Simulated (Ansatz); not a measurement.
HgS (P3₂21, No. 154) was calculated with PBEsol (Ansatz, an electronic-structure program, plane waves, PAW).

Numerical settings: plane-wave cutoff 520 eV, 12×12×4 k mesh (along the axes of the cell as run), Fermi–Dirac smearing 0.01 eV, scalar-relativistic PAW data made under PBE.

Shape and atoms are relaxed at each volume.

Pressure at four volumes; x = ln(V/23.263 Å³). One pressure is withheld.

```
V (Å³/atom)        x  P (GPa)
-----------  -------  -------
22.332       -0.0408    1.062
23.263        0.0000   -0.004
23.728        0.0198   -0.377
24.193        0.0392        ?
```

Task: Pass a parabola P(x) through the three rows shown, estimate the bulk modulus and its pressure derivative near zero pressure, and predict the withheld pressure.

Result: Slopes between the rows: (-0.004 − (1.062))/(0.0000 − (-0.0408)) = -26.13 and (-0.377 − (-0.004))/(0.0198 − (0.0000)) = -18.84 GPa. Their difference over the span 0.0606 is c = 7.29/0.0606 = 120.3 GPa, so P(x) = 1.062 + (-26.13)(x − (-0.0408)) + 120.3 (x − (-0.0408))(x − (0.0000)). At the middle row B = −dP/dx = −[-26.13 + 120.3 × 0.0408] = 21.2 GPa, and B′ = dB/dP = 2c/B = 11.3. At x = 0.0392 the parabola gives -0.651 GPa; the run gives -0.675 GPa. The Birch–Murnaghan fit to the energies at all volumes has B0 = 21.2 GPa and B′ = 10.6.

Spin–orbit coupling is not included; it can shift volumes and moduli of such heavy elements.
